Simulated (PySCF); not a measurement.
Gas-phase reaction: Si2O2 + 2 Cl2 → 2 SiCl2 + O2

Computed with PySCF and rigid-rotor harmonic-oscillator thermochemistry at 1 bar. † marks an energy on the PBE0/def2-TZVP geometry and frequencies. CCSD(T) freezes the core. Open shells (unrestricted): O2 (multiplicity 3); the rest are closed-shell singlets. Si2O2: computed as isolated molecules; such fragments, hydroxides, amides, oligomers or adducts are transient or little studied in the gas. CCSD(T) isn't extrapolated to the basis-set limit; its ΔH°(298 K) is -25.5 kJ in def2-SVP and 68.3 kJ in def2-TZVPP. The harmonic model lacks anharmonicity and excited electronic states, which grow with temperature; levels with a mode under 35 cm⁻¹ are left out.

ΔH° and ΔS° at 298 K: BLYP/def2-TZVP† 37 kJ, 53 J/K; CCSD(T)/def2-SVP† -26 kJ, 53 J/K; CCSD(T)/def2-TZVPP† 68 kJ, 53 J/K.

Question: With the heat capacities included, give log10 K (1 bar) at 500, 800, 1000, 1600, 1800 K from BLYP/def2-TZVP†, CCSD(T)/def2-SVP†, CCSD(T)/def2-TZVPP†.

Answer: 
| T (K) | BLYP/def2-TZVP† | CCSD(T)/def2-SVP† | CCSD(T)/def2-TZVPP† |
|---|---|---|---|
| 500 | -1.1 | 5.4 | -4.4 |
| 800 | 0.4 | 4.4 | -1.7 |
| 1000 | 0.8 | 4.1 | -0.8 |
| 1600 | 1.5 | 3.5 | 0.5 |
| 1800 | 1.6 | 3.4 | 0.7 |
